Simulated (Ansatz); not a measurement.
# BH₂ (doublet): from Hartree-Fock to the top rungs at distance B1–H2 = 1.619 Å, aug-cc-pVDZ

How much of the correlation energy of BH₂ (doublet) does each wave-function method recover here?

Method: aug-cc-pVDZ, core rule «outside noble gas», up to 1 orbitals frozen; program: Ansatz 0.2.0, Gaussian basis.

Plan: UHF; CCSD(T) on ROHF; CCSD(T) on UHF; BCCD(T) on ROHF; CISD; CCSDT(Q) on ROHF; CCSDT(Q) on UHF; CASSCF and MRCISD+Q, 3 electrons in 3 orbitals; CASSCF and NEVPT2, 3 electrons in 3 orbitals; CASSCF and MRCISD+Q, 5 electrons in 6 orbitals; CASSCF and NEVPT4(SD), 5 electrons in 6 orbitals; CASSCF and NEVPT2, 5 electrons in 6 orbitals; Full CI.

15 further runs of the same task are left out: 11 that didn't finish, 4 set aside as unsound or not needed.

### Step 1. The system

The geometry derives from a PBE0/def2-TZVP stationary point (not a proven minimum). One bond is set to the value named and the two fragments are kept rigid.

3 atoms, charge 0, spin multiplicity 2.

Atoms are counted from 1 here; the program's logs count them from 0.

Bond lengths: B1–H3 1.191 Å.

### Step 2. UHF

The input, in.yaml:

```yaml
crystal:
  periodic: [false, false, false]
  atoms:
    - {symbol: B, position_ang: [0.000000, -0.094370, 0.030388]}
    - {symbol: H, position_ang: [0.000000, 0.597493, -1.433335]}
    - {symbol: H, position_ang: [0.000000, 0.414703, 1.107396]}
basis:
  gaussian: {orbitals: aug-cc-pVDZ}
magnetization: {spin_polarized: true, initial_magnetization: 1}
hamiltonian: {xc: hf}
output: {orbitals: {seedname: orbitals}}
```

The run is started by

```
$ ansatz run in.yaml --threads 1 --pin off --events-out ev --progress --plain --max-ram 2393MiB
```

The runs that follow: CCSD(T) on ROHF; CCSD(T) on UHF; BCCD(T) on ROHF; CISD; CCSDT(Q) on ROHF; CCSDT(Q) on UHF; CASSCF and MRCISD+Q, 3 electrons in 3 orbitals; CASSCF and NEVPT2, 3 electrons in 3 orbitals; CASSCF and MRCISD+Q, 5 electrons in 6 orbitals; CASSCF and NEVPT4(SD), 5 electrons in 6 orbitals; CASSCF and NEVPT2, 5 electrons in 6 orbitals; Full CI.

**Question.** What will the summary of the whole plan be? Wanted: FCI below the RHF energy; RMP2 from FCI; UMP2 from FCI; RCCSD from FCI; RCCSD(T) from FCI; UCCSD(T) from FCI; RCCSDT(Q) from FCI; UCCSDT(Q) from FCI; NEVPT2 pair from FCI.

The runs gave:

| quantity | value |
| --- | --- |
| FCI below the RHF energy | -2.6839 eV |
| RMP2 from FCI | +16.31 kcal/mol |
| UMP2 from FCI | +16.24 kcal/mol |
| RCCSD from FCI | +1.66 kcal/mol |
| RCCSD(T) from FCI | +0.45 kcal/mol |
| UCCSD(T) from FCI | +0.44 kcal/mol |
| RCCSDT(Q) from FCI | +0.01 kcal/mol |
| UCCSDT(Q) from FCI | 0.00 kcal/mol |
| NEVPT2 pair from FCI | +13.75 kcal/mol |
| MRCISD+Q pair from FCI | -0.06 kcal/mol |
| NEVPT2 valence from FCI | +11.37 kcal/mol |
| levels within 1 kcal/mol (43 meV) | RCCSD(T), UCCSD(T), BCCD(T), RCCSDT, UCCSDT, RCCSDT(Q), UCCSDT(Q), MRCISD+Q pair, MRCISD+Q valence |
| T1 diagnostic | 0.019 |
| effectively unpaired electrons | 1.04 |

What this shows: RCCSD(T) lands +0.45 kcal/mol from the yardstick (0.7 % of the correlation energy). MRCISD+Q pair falls below full CI: the +Q correction isn't variational, and the cores differ from full CI's. One determinant dominates. Of the multireference levels listed MRCISD+Q pair comes nearest in total energy (-0.06 kcal/mol), which doesn't show that its space is the better one. These misses are within one basis, not against nature; the frozen cores of restricted and unrestricted runs differ, which can shift their rows.
